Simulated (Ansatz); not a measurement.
# NHS+ (doublet): from Hartree-Fock to the top rungs, def2-QZVPP

One table from this session's results is given with a row withheld; the runs are named, their logs left out.

Program: Ansatz 0.2.0, Gaussian basis. Level of theory: def2-QZVPP, core rule «outside noble gas», up to 6 orbitals frozen. These are calculated values, not measurements.

To be run: UHF; ROHF; CCSD(T) on UHF.

2 further runs of the same task are left out: 2 set aside as unsound or not needed.

## The system

The geometry is a PBE0/def2-TZVP stationary point (not a proven minimum) of the parent state, kept for this charge and spin.

3 atoms, charge 1, spin multiplicity 2.

Atoms are counted from 1 here; the program's logs count them from 0.

Bond lengths: N1–S2 1.555 Å, N1–H3 1.028 Å. Angles: S2–N1–H3 109.6°.

The first run:

Contents of in.yaml:

```yaml
crystal:
  periodic: [false, false, false]
  atoms:
    - {symbol: N, position_ang: [0.000000, -0.127563, 1.043850]}
    - {symbol: S, position_ang: [0.000000, 0.030547, -0.502691]}
    - {symbol: H, position_ang: [0.000000, 0.800886, 1.486090]}
basis:
  gaussian: {orbitals: "def2-QZVPP.json"}
total_charge: 1
magnetization: {spin_polarized: true, initial_magnetization: 1}
hamiltonian: {xc: hf}
output: {orbitals: {seedname: orbitals}}
```

Launch:

```bash
> ansatz run in.yaml --threads 1 --pin off --events-out ev --progress --plain --max-ram 2393MiB
```

Steps of the session up to this table: UHF; ROHF; CCSD(T) on UHF.

One of the session's tables, all rows but one given; the rest of the session is left out.

It belongs to the step «Misses and costs». 

```
  method  from UCCSD(T) (kJ/mol)
    ROHF                 +1096.9
     UHF                 +1037.3
    UMP2                       ?
   UCCSD                   +60.1
UCCSD(T)                       0
```

Q: Estimate the row for UMP2 from the others.

As computed: from UCCSD(T) (kJ/mol): +179.4. In the column «from UCCSD(T) (kJ/mol)» it lies between UCCSD (+60.1) and UHF (+1037.3).

To keep in mind: The determinant is far from a pure spin state, so its energy mixes those of several spin states (harmless only where they are near-degenerate, as at dissociation).
